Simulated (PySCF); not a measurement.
**Ionising LiH**

PBE; basis Li def2-SVPD, H def2-SVPD; no relativity; PySCF 2.14. Neutral (UKS): singlet (closed shell), Re = 1.603 Å, ωe = 1404 cm⁻¹, De = 2.36 eV, HOMO -4.30 eV, LUMO -1.55 eV.

LiH⁺ (UKS): doublet (σ ↑), Re = 2.255 Å, ωe = 386 cm⁻¹, De = 0.16 eV to Li⁺ + H. The energies at the minima are -8.03912 hartree for LiH and -7.75627 for LiH⁺.

Question: Work out the adiabatic ionisation energy, without and with harmonic zero-point energies (1 hartree = 27.2114 eV, 1 eV = 8065.5 cm⁻¹), and the change of the bond length.

Answer: At PBE: 0.28285 hartree = 7.697 eV between the minima; the zero-point term (386.0 − 1404.0)/2 cm⁻¹ = -0.063 eV makes it 7.634 eV. Re changes by +65.2 pm against the neutral. Minus the HOMO energy is 4.30 eV, -3.40 eV from the value between the minima; self-interaction puts the Kohn–Sham level too high, less so with exact exchange. The electron leaves a σ orbital, and the ion is left as a loose complex of an ion and an atom.

Weak bonds: LiH⁺. Basis-set superposition, not corrected here, can be much of De in a small basis, most of all at correlated wavefunction levels. For an ion De counts to the pair picked by the measured ionisation energies or electron affinities, which need not be the lowest pair at this level. States were picked by a PBE0 search and need not be the measured ground states.
